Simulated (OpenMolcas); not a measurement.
BH2F (SMILES BF): the vertical energy of the triplet above the singlet, rung by rung

BH2F: 4 atoms, total charge 0, spin state singlet. As SMILES, `BF`. The coordinates come from a PBE0-D4/def2-TZVP relaxation.

```xyz
4

B    -0.0273   -0.0040   -0.0308
F     1.0612   -0.2967    0.6499
H    -1.0125   -0.6491    0.1862
H     0.0342    0.8896   -0.8256
```

Each level gives the vertical energy of the triplet above the singlet (eV). The values are calculated.

```
                             level                kind     program  value (eV)  less FCI/STO-3G
 HF/STO-3G, open shells restricted        Hartree–Fock  OpenMolcas        6.42            -0.16
                      SVWN5/STO-3G                 LDA  OpenMolcas        5.75            -0.83
                      B3LYP/STO-3G       global hybrid  OpenMolcas        6.01            -0.57
                     M06-2X/STO-3G     hybrid meta-GGA  OpenMolcas        6.41            -0.17
                       PBE0/STO-3G       global hybrid  OpenMolcas        5.99            -0.59
                CASPT2(2,2)/STO-3G      multireference  OpenMolcas        6.83            +0.25
                CASSCF(2,2)/STO-3G      multireference  OpenMolcas        6.75            +0.17
                  MRCI(2,2)/STO-3G      multireference  OpenMolcas        6.65            +0.07
FCI/STO-3G, open shells restricted  exact in the basis  OpenMolcas        6.58             0.00
```

FCI/STO-3G, open shells restricted is exact within its basis and frozen core, so for wave-function methods in that basis the difference is their error; functionals converge differently with the basis, so for them it is only a difference. The values span 5.75 to 6.83 eV. A triplet this far above the singlet is often a Rydberg-like or dissociative state; sets without diffuse functions put Rydberg states too high. All rows use very small basis sets, so even the best lies far from the true value.
